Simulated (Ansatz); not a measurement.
# CH₄N (quartet): wave-function methods side by side at distance C1–H5 along a hydrogen transfer = 1.013 Å, cc-pVDZ

How much of the correlation energy of CH₄N (quartet) does each wave-function method recover here?

Program: Ansatz 0.2.0, Gaussian basis. Level of theory: cc-pVDZ, core rule «outside noble gas», up to 2 orbitals frozen. These are calculated values, not measurements.

Plan: UHF; CCSD(T) on ROHF; CCSD(T) on UHF; BCCD(T) on ROHF; CISD; CCSDT(Q) on ROHF; CCSDT(Q) on UHF; CASSCF and MRCISD+Q, 5 electrons in 5 orbitals; CASSCF and NEVPT2, 5 electrons in 5 orbitals.

7 further runs of the same task are left out: 1 for a mislabelled method, 5 that didn't finish, 1 set aside as unsound or not needed.

**1. The geometry**

The geometry derives from fragments relaxed apart (PBE0/def2-TZVP) and kept rigid, so it is no stationary point. A hydrogen atom is moved between rigid fragments.

6 atoms, charge 0, spin multiplicity 4.

Atoms are counted from 1 here; the program's logs count them from 0.

Bond lengths: C1–H2 1.090 Å, C1–H3 1.090 Å, C1–H4 1.090 Å, C1–H5 1.013 Å. Angles: H2–C1–H3 109.5°, H2–C1–H4 109.5°, H2–C1–H5 109.5°, H3–C1–H4 109.5°, H3–C1–H5 109.5°, H4–C1–H5 109.5°.

**2. UHF**

Contents of in.yaml:

```yaml
crystal:
  periodic: [false, false, false]
  atoms:
    - {symbol: C, position_ang: [-1.125921, 0.000000, 0.000000]}
    - {symbol: H, position_ang: [-1.489127, 1.027301, 0.000000]}
    - {symbol: H, position_ang: [-1.489127, -0.513650, 0.889668]}
    - {symbol: H, position_ang: [-1.489127, -0.513650, -0.889669]}
    - {symbol: H, position_ang: [-0.112921, 0.000000, 0.000000]}
    - {symbol: N, position_ang: [1.295079, 0.000000, 0.000000]}
basis:
  gaussian: {orbitals: cc-pVDZ}
magnetization: {spin_polarized: true, initial_magnetization: 3}
hamiltonian: {xc: hf}
output: {orbitals: {seedname: orbitals}}
```

Command:

```sh
> ansatz run in.yaml --threads 1 --pin off --events-out ev --progress --plain --max-ram 2393MiB
```

Further steps of the session: CCSD(T) on ROHF; CCSD(T) on UHF; BCCD(T) on ROHF; CISD; CCSDT(Q) on ROHF; CCSDT(Q) on UHF; CASSCF and MRCISD+Q, 5 electrons in 5 orbitals; CASSCF and NEVPT2, 5 electrons in 5 orbitals.

Before running them: what should the planned runs give, taken together? Wanted: UCCSDT(Q) below the RHF energy; RMP2 from UCCSDT(Q); UMP2 from UCCSDT(Q); RCCSD from UCCSDT(Q); RCCSD(T) from UCCSDT(Q); UCCSD(T) from UCCSDT(Q); RCCSDT(Q) from UCCSDT(Q); NEVPT2 pair from UCCSDT(Q); MRCISD+Q pair from UCCSDT(Q).

The runs gave:

```
                         quantity                                                                  value
   UCCSDT(Q) below the RHF energy                                                             -7.9202 eV
              RMP2 from UCCSDT(Q)                                                            +1243.9 meV
              UMP2 from UCCSDT(Q)                                                            +1225.1 meV
             RCCSD from UCCSDT(Q)                                                             +170.3 meV
          RCCSD(T) from UCCSDT(Q)                                                              +25.1 meV
          UCCSD(T) from UCCSDT(Q)                                                              +23.4 meV
         RCCSDT(Q) from UCCSDT(Q)                                                               +1.9 meV
       NEVPT2 pair from UCCSDT(Q)                                                            +1267.1 meV
     MRCISD+Q pair from UCCSDT(Q)                                                              +39.4 meV
levels within 1 kcal/mol (43 meV)  RCCSD(T), UCCSD(T), BCCD(T), RCCSDT, UCCSDT, RCCSDT(Q), MRCISD+Q pair
                    T1 diagnostic                                                                  0.015
```

RCCSD(T) misses by +25.1 meV, 0.3 % of the correlation energy. Of the multireference levels listed MRCISD+Q pair comes nearest in total energy (+39.4 meV), which doesn't show that its space is the better one. These misses are within one basis, not against nature; the frozen cores of restricted and unrestricted runs differ, which can shift their rows.
